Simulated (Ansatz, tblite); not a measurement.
# MgMeCl (CH₃ClMg): a ladder of methods and basis sets

How do method and basis change the picture of MgMeCl (CH₃ClMg) (singlet)?

The runs use Ansatz 0.2.0, Gaussian basis; as each input shows.

Plan: GFN1-xTB, GFN2-xTB, PBE-D4/def2-TZVP, r2SCAN-D4/def2-TZVP, r2SCANh-D4/def2-TZVP, LC-ωPBE/def2-TZVP, HSE06-D4/def2-TZVP, CAM-B3LYP-D4/def2-TZVP, r2SCAN0-D4/def2-TZVP, HF/def2-TZVP, LDA/def2-TZVP, PBE-D4/def2-SVP, PBE0-D4/def2-SVP, HF/STO-3G, HF/6-31G, B3LYP-D4/6-31G, PBE0-D4/def2-TZVPD, PBE-D4/def2-TZVPD, r2SCAN-D4/def2-TZVPD, CCSD(T)/def2-TZVPP, MP2/def2-TZVP, RPA/def2-TZVP, CCSD(T)/def2-TZVPD.

## 1. The structure

The singlet was relaxed beforehand with r2SCAN-D4/def2-TZVP.

6 atoms, charge 0, spin multiplicity 1.

Bond lengths: Mg1–C2 2.068 Å, Mg1–Cl6 2.195 Å, C2–H3 1.094 Å, C2–H4 1.094 Å, C2–H5 1.095 Å. Angles: C2–Mg1–Cl6 178.7°, Mg1–C2–H3 112.2°, Mg1–C2–H4 111.6°, Mg1–C2–H5 111.5°, H3–C2–H4 107.1°, H3–C2–H5 107.1°, H4–C2–H5 107.1°.

PBE0-D4/def2-TZVP was run before; its log isn't repeated, and its numbers join the tables.

## 2. GFN1-xTB

Tight binding, by tblite at 300 K electronic temperature and without a spin-polarisation term:

```python
tblite.interface.Calculator('GFN1-xTB', numbers, positions, charge=0, uhf=0).singlepoint()
```

Energy -236.9972 eV, HOMO -12.05 eV, LUMO -8.17 eV; 0.009 s.

## 3. GFN2-xTB

Tight binding, by tblite at 300 K electronic temperature and without a spin-polarisation term:

```python
tblite.interface.Calculator('GFN2-xTB', numbers, positions, charge=0, uhf=0).singlepoint()
```

Energy -238.8488 eV, HOMO -10.33 eV, LUMO -7.70 eV; 0.012 s.

## 4. PBE-D4/def2-TZVP

start.molden holds the orbitals of an earlier run on this state, given as this run's starting guess.

in.yaml

```yaml
crystal:
  periodic: [false, false, false]
  atoms:
    - {symbol: Mg, position_ang: [-0.010130, 0.016238, -1.215723]}
    - {symbol: C, position_ang: [0.002113, 0.004577, 0.852500]}
    - {symbol: H, position_ang: [-0.440056, 0.912442, 1.272750]}
    - {symbol: H, position_ang: [1.019346, -0.071830, 1.248812]}
    - {symbol: H, position_ang: [-0.562716, -0.843580, 1.251937]}
    - {symbol: Cl, position_ang: [-0.008556, -0.017848, -3.410287]}
basis:
  gaussian: {orbitals: def2-TZVP, initial_orbitals: start.molden}
hamiltonian: {xc: pbe, dispersion: d4}
scf: {omitted_lower_state_checks: [starts]}
output: {forces: true, orbitals: {seedname: orbitals}}
```

Run with:

```
ansatz run in.yaml --threads 4 --pin off --events-out ev --progress --plain --max-ram 3916MiB
```

The runs that follow: r2SCAN-D4/def2-TZVP; r2SCANh-D4/def2-TZVP; LC-ωPBE/def2-TZVP; HSE06-D4/def2-TZVP; CAM-B3LYP-D4/def2-TZVP; r2SCAN0-D4/def2-TZVP; HF/def2-TZVP; LDA/def2-TZVP; PBE-D4/def2-SVP; PBE0-D4/def2-SVP; HF/STO-3G; HF/6-31G; B3LYP-D4/6-31G; PBE0-D4/def2-TZVPD; PBE-D4/def2-TZVPD; r2SCAN-D4/def2-TZVPD; CCSD(T)/def2-TZVPP; MP2/def2-TZVP; RPA/def2-TZVP; CCSD(T)/def2-TZVPD.

**Question.** What will the summary of the whole plan be? Wanted: gap in def2-TZVP, named functionals and Hartree-Fock, smallest and largest; correlation energy, CCSD(T)/def2-TZVPP; correlation energy, MP2/def2-TZVP; correlation energy, CCSD(T)/def2-TZVPD; binding an atom, CCSD(T)/def2-TZVPP; PBE0 total energy, smallest basis above largest.

As calculated:

| quantity | value |
| --- | --- |
| gap in def2-TZVP, named functionals and Hartree-Fock, smallest and largest | 4.67 eV (LDA), 11.42 eV (HF) |
| correlation energy, CCSD(T)/def2-TZVPP | -17.06 eV |
| correlation energy, MP2/def2-TZVP | -15.23 eV |
| correlation energy, CCSD(T)/def2-TZVPD | -16.91 eV |
| binding an atom, CCSD(T)/def2-TZVPP | 3.167 eV |
| PBE0 total energy, smallest basis above largest | 7.44 eV (def2-SVP, def2-TZVPD) |

Orbital gaps of the named functionals and Hartree-Fock in def2-TZVP span 4.67 eV (LDA) to 11.42 eV (HF); exact exchange widens it. A small miss in a minimal or small basis is a cancelling of errors, not accuracy. The functionals in def2-TZVP miss CCSD(T)/def2-TZVPP by +0.074 (CAM-B3LYP-D4) to +0.443 eV (LDA) an atom. CCSD(T)/def2-TZVPP isn't at the basis-set limit; small misses against it rank nothing.
